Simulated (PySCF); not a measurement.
# NH₃: rigid scans about the minimum

How stiff is NH₃ (singlet) against rigid distortions? The scans start from its PBE0 minimum.

Computed with PySCF 2.14.0. Level: PBE0, basis N def2-TZVP, H def2-TZVP, no relativity, density fitting.

**1. Where the work starts**

4 atoms, charge 0, spin multiplicity 1.

Bond lengths: N1–H2 1.013 Å, N1–H3 1.013 Å, N1–H4 1.013 Å. Angles: H2–N1–H3 107.1°, H2–N1–H4 107.1°, H3–N1–H4 107.1°.

Coordinates in bohr (charge 0 multiplicity 1):
```
N     0.0000    0.0000   -0.1260
H     1.7769    0.0000    0.5837
H    -0.8884    1.5388    0.5837
H    -0.8885   -1.5388    0.5837
```

**2. Real-space pictures of the lowest minimum**

The plane holds N1 at (0.00, 0.00), H2 at (1.01, 0.00), H3 at (-0.30, 0.97) Å. Columns run from x = -2.25 to 3.45 Å, rows from y = 3.15 (top) to -1.95 Å, in steps of 0.3 Å.

Density (cut at 5 e/Å³):

Ten steps from '0' (0.000 e/Å³) to '9' (5.000 e/Å³), finer at the low end (step k begins (100^(k/10) - 1)/99 of the way up):
```
00000000000000000000
00000000000000000000
00000000000000000000
00000000000000000000
00000000000000000000
00000122110000000000
00001344321000000000
00002477532100000000
00012578754321000000
00013578876531000000
00013589988752000000
00013589988752000000
00013578876531000000
00012356554310000000
00001233322100000000
00000111110000000000
00000000000000000000
00000000000000000000
```

ELF (0 where the density is under 0.005 e/Å³):

Ten even steps from '0' (0.00) to '9' (1.00):
```
00000000000000000000
00000000000000000000
00000000000000000000
00000055200000000000
00006888630000000000
00047999851000000000
00058999951000000000
00048999952222100000
00026999865677500000
00014788678999840000
00014661179999860000
00025771179999860000
00125787678998840000
00025788765777500000
00013566532232000000
00001343210000000000
00000111100000000000
00000000000000000000
```

Highest occupied orbital at -7.57 eV (sign arbitrary; one member if degenerate):

Ten even steps from '0' (-0.92 Å^-3/2) to '9' (0.69 Å^-3/2):
```
55555555555555555555
55555555555555555555
55555555555555555555
55555555555555555555
55555555555555555555
55555566666555555555
55555666666655555555
55555667666665555555
55555566776666555555
55555556877666555555
55554435977766555555
55554310456666555555
55554320245555555555
55554433345555555555
55555444445555555555
55555544555555555555
55555555555555555555
55555555555555555555
```

Along N1–H2 (1.013 Å) the density is least, 2.28 e/Å³, about 0.76 Å from N1; ELF there is 0.99.

Values on the line from N1 (at 0) through H2 (at 1.013 Å):

| distance (Å) | density (e/Å³) | ELF | electrostatic potential (V) |
| --- | --- | --- | --- |
| -0.35 | 3.36 | 0.311 | 81.9 |
| -0.25 | 5.56 | 0.0821 | 158 |
| -0.15 | 29.8 | 0.765 | 355 |
| -0.05 | 366 | 1 | 1.55e+03 |
| 0.10 | 101 | 0.993 | 629 |
| 0.20 | 10.8 | 0.185 | 230 |
| 0.30 | 4.22 | 0.155 | 114 |
| 0.41 | 3.39 | 0.644 | 63.1 |
| 0.51 | 2.86 | 0.879 | 38.2 |
| 0.61 | 2.47 | 0.948 | 28.1 |
| 0.71 | 2.29 | 0.978 | 29.5 |
| 0.81 | 2.32 | 0.992 | 46.9 |
| 0.91 | 2.59 | 0.998 | 115 |
| 1.06 | 2.49 | 1 | 256 |
| 1.16 | 1.48 | 0.999 | 67.6 |
| 1.27 | 0.883 | 0.997 | 31.8 |
| 1.37 | 0.512 | 0.993 | 17.9 |
| 1.47 | 0.3 | 0.985 | 11.1 |
| 1.57 | 0.177 | 0.97 | 7.28 |

Making the fields needed under 0.5 s of wall time on 2 threads of Arm Neoverse V2, shared host.

**3. Breathing scan**

One driver script runs all scans and calls PySCF for each point, on a (75, 302) grid.

Command:

```
$ OMP_NUM_THREADS=2 python axn.py task.json out
```

A rigid scan with PBE0: all bonds to the central atom are scaled together. Each point starts from its neighbour's orbitals, and energies count from the minimum.

| scale of all bonds to the centre | energy (kJ/mol) | dipole size (D) |
| --- | --- | --- |
| 0.88 | 124.1 | 1.70 |
| 0.92 | 50.3 | 1.70 |
| 0.96 | 11.5 | 1.70 |
| 1.00 | 0.0 | 1.69 |
| 1.04 | 9.7 | 1.69 |
| 1.08 | 35.6 | 1.67 |
| 1.14 | 96.6 | 1.64 |
| 1.22 | 204.2 | 1.59 |
| 1.35 | 407.3 | 1.45 |

The scan took 2.6 s.

**4. Stretching one bond**

A rigid scan with PBE0: the bond from N to the last atom (H) is scaled and the rest held.

| scale of one bond | energy (kJ/mol) | dipole size (D) |
| --- | --- | --- |
| 0.92 | 16.9 | 1.70 |
| 0.96 | 3.9 | 1.70 |
| 1.00 | 0.0 | 1.69 |
| 1.05 | 5.0 | 1.69 |
| 1.12 | 25.0 | 1.69 |
| 1.20 | 59.6 | 1.68 |
| 1.35 | 140.3 | 1.66 |
| 1.55 | 252.5 | 1.63 |
| 1.80 | 376.0 | 1.60 |
| 2.20 | 521.0 | 1.62 |

The scan took 3 s.

A restricted determinant lies too high at long bonds, where the pair should uncouple.

**5. Umbrella curve**

A rigid scan with PBE0: angle between each bond and the threefold axis, bonds fixed.

| angle of the bonds to the threefold axis (°) | energy (kJ/mol) | dipole size (D) |
| --- | --- | --- |
| 55 | 41.8 | 2.30 |
| 60 | 14.2 | 2.11 |
| 65 | 1.9 | 1.87 |
| 70 | 0.5 | 1.59 |
| 75 | 5.6 | 1.25 |
| 80 | 13.0 | 0.87 |
| 85 | 19.1 | 0.45 |
| 90 | 21.4 | 0.00 |

The scan took 2.4 s.

**6. Outcome**

```
                quantity        value
    all bonds 4 % longer   9.7 kJ/mol
    one bond 20 % longer  59.6 kJ/mol
planar shape, bonds held  21.4 kJ/mol
```

In words: Shortening all bonds by 4 % costs 11.5 kJ/mol and lengthening them 9.7: the wall is steeper on the short side. Held rigid otherwise, the planar shape costs 21 kJ/mol.
